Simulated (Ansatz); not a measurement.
Rhombohedral A7 Bi, treated with PBE-D4 (plane waves, PAW; Ansatz, a program for electronic structure).

Run with plane-wave cutoff 500 eV, 20×20×20 k mesh, Fermi–Dirac smearing 0.1 eV, scalar-relativistic PAW data made under PBE.

Computed at the level's own relaxed cell.

Task: What does this level give for the equilibrium volume per atom, lattice constant a and lattice parameter c?

Result: 
equilibrium volume per atom: 34.49 Å³/atom
lattice constant a: 4.530 Å
lattice parameter c: 11.646 Å

Measured, for comparison: lattice constant a 4.533 Å, lattice parameter c 11.796 Å (low temperature, zero-point motion not removed, hexagonal setting; as tabulated in Arnaud et al. (2016), arXiv:1602.08959). Computed (rounded) less measured: lattice constant a -0.1 %, lattice parameter c -1.3 %.

Spin–orbit coupling is not included; it can shift volumes and moduli of such heavy elements.

The computed numbers hold no vibrational or temperature effects.
